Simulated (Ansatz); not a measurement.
acetonitrile (SMILES CC#N) moved off its minimum; all values from Ansatz (a program for electronic structure), cores frozen in correlated methods.
(charge 0, multiplicity 1)
```xyz
6

C     -1.35998    -0.04706     0.08824
C      0.28725     0.08829    -0.14453
N      1.37127    -0.10687    -0.12304
H     -1.51754    -0.70401    -0.72209
H     -1.62706    -0.08347     0.94266
H     -1.57858     1.04510    -0.40854
```

Forces at PBE/def2-TZVPP (eV/Å):

| atom | Fx | Fy | Fz |
|---|---|---|---|
| C1 | 7.653 | 5.679 | -13.720 |
| C2 | -11.466 | 0.202 | 1.822 |
| N3 | 8.613 | -1.055 | -0.254 |
| H4 | -1.156 | -1.400 | -0.303 |
| H5 | -3.333 | -1.112 | 11.125 |
| H6 | -0.311 | -2.313 | 1.331 |

Q: Give the forces (eV/Å), the total energy and the dipole at MP2/aug-cc-pVTZ.

A: 
```
atom       Fx      Fy       Fz
----  -------  ------  -------
C1      7.835   6.006  -14.076
C2    -12.412   0.304    1.889
N3      9.259  -1.180   -0.235
H4     -1.172  -1.281   -0.012
H5     -3.258  -1.194   10.937
H6     -0.251  -2.655    1.498
```
Energy -132.4086 hartree, dipole 3.96 D.
